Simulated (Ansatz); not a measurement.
Gas-phase electronic energies from Ansatz, PBE0-D4/def2-TZVP geometries. CBS: MP2 limit from def2 TZ/QZ plus the TZ coupled-cluster correction, frozen cores. This one scheme is used for every species. Double bonds are as drawn, so ΔE can hold a change between cis and trans. Functionals use def2-TZVPP. B3LYP here is the variant with VWN-RPA as its local correlation; programs differ in this. HSE06 is defined as in plane-wave codes. One conformer a species, not always the lowest.

`N/C(O)=C\F` + H₂ → `N/C=C\F` + H₂O  (hydrogenolysis of a C–O bond)

```json
{"level": "B3LYP-D4", "ΔE (kJ/mol)": "-78.3"}
{"level": "HSE06", "ΔE (kJ/mol)": "-80.4"}
```

(1) What does CCSD(T)/CBS give? (Best estimate.)

Largest T1 diagnostic among the species: 0.012.

## Answers

(1) Computed: -87.6 kJ/mol. The listed levels differ from it by 9.3, 7.2 kJ/mol.

From PBE to PBE0 (25 % exact exchange), in def2-TZVPP and without D4, ΔE moves by −4.5 kJ/mol. In def2-TZVPP, CCSD(T) changes the Hartree–Fock value by +8.7 kJ/mol (the triples alone add +3.7 kJ/mol) and MP2 by +7.0 kJ/mol.
